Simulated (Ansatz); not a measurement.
# doublet C₃H₇: levels of theory in one basis

```yaml
atoms:
  - { symbol: C, position_ang: [1.2084, -0.2872, 0.0001] }
  - { symbol: C, position_ang: [-0.0654, 0.5761, -0.0001] }
  - { symbol: C, position_ang: [-1.3148, -0.2395, 0.0000] }
  - { symbol: H, position_ang: [1.2414, -0.9284, 0.8812] }
  - { symbol: H, position_ang: [1.2414, -0.9286, -0.8810] }
  - { symbol: H, position_ang: [2.1019, 0.3387, 0.0000] }
  - { symbol: H, position_ang: [-0.0482, 1.2268, -0.8771] }
  - { symbol: H, position_ang: [-0.0483, 1.2270, 0.8768] }
  - { symbol: H, position_ang: [-1.7291, -0.6158, 0.9244] }
  - { symbol: H, position_ang: [-1.7288, -0.6164, -0.9244] }
```

Basis set: cc-pVTZ (spherical functions). Left uncorrelated: 3 orbitals. Correlation on ROHF uses semicanonical orbitals with singles. Charge 0, multiplicity 2.

Computed with Ansatz (development build ahead of 0.2.0); each method stands on the lowest determinant of its kind that the runs found.

```
  method  E − E(ROHF) (eV)  <S²> of the determinant
    ROHF              0.00                     0.75
     UHF             -0.13                     0.76
ROHF-MP2            -13.87                        –
 UHF-MP2            -13.85                     0.76
```

Q: Is a single determinant a sound starting point here?

A: By this sign, yes. Unrestricted orbitals gain 0.13 eV and <S²> is 0.76 against 0.75 for a pure state.
